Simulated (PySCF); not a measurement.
Molecule: SMILES CCCC(=O)Cl, C₄H₇ClO.

Mapped SMILES: `[CH3:1][CH2:2][CH2:3][C:4](=[O:5])[Cl:6]`. Each H is labelled by its parent atom.

Geometry PBE0-D3(BJ)/def2-SVP throughout; GIAO in PySCF 2.14, gas phase, one conformer, non-relativistic; equivalent atoms averaged; functional PBE0.

For orientation, IGLO-III gives these absolute shieldings σ: C4 -3.5, C3 130.4, C2 162.1, C1 169.3, O5 -244.6, Cl6 469.6, H(C3) 28.46, H(C2) 29.74, H(C1) 30.50 ppm.

A run gave: C4 -3.1, C3 140.4, C2 174.6, C1 177.6, O5 -313.4, Cl6 496.0, H(C3) 30.04, H(C2) 31.29, H(C1) 31.77 ppm (absolute shieldings σ).

Which basis set was used in that run?
A. aug-cc-pVDZ
B. pcSseg-2
C. cc-pVTZ
D. pcSseg-0
E. cc-pVDZ

## Answers

D. O5 tells them apart best: pcSseg-0 gives -313.4, cc-pVDZ gives -204.2, aug-cc-pVDZ gives -194.1, pcSseg-2 gives -249.5, cc-pVTZ gives -232.8 ppm.
